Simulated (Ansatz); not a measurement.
## Europium, bcc: convergence with Fermi-Dirac smearing

Computed with Ansatz, r²SCAN, scalar-relativistic PAW, on the relaxed cell (a = 4.455 Å; ferromagnetic, net 7.86 μB per atom). Errors count from a run at 500 eV on a Γ-centred 13×13×13 mesh with Fermi-Dirac smearing of 0.05 eV, extrapolated to zero width. Fixed here: cutoff 500 eV, mesh 10×10×10.

```csv
width (eV),E(σ→0) error (meV/atom),F error (meV/atom),P (GPa),sphere moment (μB),SCF iterations
0.01,3.1,2.9,-0.15,7.38,21
0.03,3.5,0.7,-0.10,7.36,28
0.1,4.3,-27.9,-0.04,7.31,22
0.2,13.3,-134.3,-0.06,7.28,33
0.3,9.2,-318.3,-0.16,7.22,25
0.6,-65.6,-1242.1,-0.23,7.01,22
1.0,13.8,-3312.7,0.36,6.43,27
```
